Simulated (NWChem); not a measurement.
difluoromethane (CH₂F₂) in NWChem

```xyz
5

F      1.0958     0.0000     0.2872
C      0.0000     0.0000    -0.4910
F     -1.0958     0.0000     0.2872
H      0.0000    -0.9137    -1.1116
H      0.0000     0.9137    -1.1116
```
Charge 0, spin multiplicity 1.

All runs are NWChem calculations. Structure: optimised with PBE0/def2-SVP, a minimum by its harmonic frequencies.

Symmetry labels belong to the abelian group C2v used in the runs, with the axes of the coordinates shown.

List the lowest 4 singlet excitations that CIS/def2-SVPD gives, with oscillator strengths.


| state | symmetry | energy (eV) | wavelength (nm) | f |
|---|---|---|---|---|
| 1 | b2 | 11.15 | 111 | 0.098 |
| 2 | a2 | 11.90 | 104 | 0.000 |
| 3 | b2 | 12.56 | 99 | 0.007 |
| 4 | a1 | 13.07 | 95 | 0.141 |
